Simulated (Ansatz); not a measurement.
Born–Oppenheimer molecular dynamics of AlH$_{4}$ (5 atoms, charge 0, multiplicity 2). It starts at the highest image of a converged band, a first-order saddle point between two minima.

All numbers below come from UKS PBE0-D4/def2-TZVP (Ansatz 0.2.0).

* ensemble: NVE (velocity Verlet)
* time step: 0.5 fs
* steps asked: 200
* starting velocities drawn for: 300 K
* seed: 2958

First frame:

```xyz
5
Properties=species:S:1:pos:R:3
Al -0.001 0.000 -0.045
H -0.003 0.000 1.574
H 1.379 0.000 -0.828
H -1.378 0.000 -0.832
H 0.003 0.000 3.150
```

Problem. How far do the bonds stretch over the last three quarters of this one trajectory? (Pairs bonded in most of those frames.)

Solution. 
| bond | mean (Å) | spread (Å) | shortest | longest |
| --- | --- | --- | --- | --- |
| Al1–H2 | 1.587 | 0.004 | 1.58 | 1.59 |
| Al1–H3 | 1.595 | 0.045 | 1.53 | 1.66 |
| Al1–H4 | 1.588 | 0.005 | 1.58 | 1.60 |

Mean temperature of the second half: 288 K. The conserved energy stayed within 0.061 meV per atom of its start (net change 0.049 meV per atom), so the integration is sound. A run of 0.1 ps of so small a system gives no equilibrium averages.

The run took 2.2 min on 2 threads of Arm Neoverse V2 (shared host), peak memory 0.1 GiB.
